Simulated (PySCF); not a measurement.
## Vibration and rotation of AlO

UHF-CCSD constants of AlO, ²Σ⁺ (doublet), unpaired electrons σ ↑ (PySCF, no relativity, basis sets Al 6-311G(d,p), O 6-311G(d,p); masses 26.9815 and 15.9949 u):

| Item | Value |
| --- | --- |
| ωe | 933.4 cm⁻¹ |
| ωexe | 4.73 cm⁻¹ |
| Be | 0.62067 cm⁻¹ |
| αe | 0.00588 cm⁻¹ |
| D (centrifugal) | 1.1e-06 cm⁻¹ |
| De to Al + O | 4.24 eV |

(1) Give the vibrational terms G(v) and spacings up to v = 3.

(2) How well does the Morse estimate ωe²/(4ωexe) reproduce De, and what is D0?

Correlated steps freeze 6 core orbitals. The CCSD T1 diagnostic is raised, a sign that a single reference may not be enough here. The state was picked by a PBE0 search and need not be the measured ground state.

## Answers

(1) G(v) = ωe(v+½) − ωexe(v+½)².

| v | G(v) (cm⁻¹) | G(v) − G(v−1) | Bv (cm⁻¹) |
| --- | --- | --- | --- |
| 0 | 466 |  | 0.6177 |
| 1 | 1389 | 924 | 0.6119 |
| 2 | 2304 | 914 | 0.6060 |
| 3 | 3209 | 905 | 0.6001 |

(2) It gives 5.71 eV, 135 % of the computed De. D0 = De − G(0) = 4.24 − 0.06 = 4.18 eV.
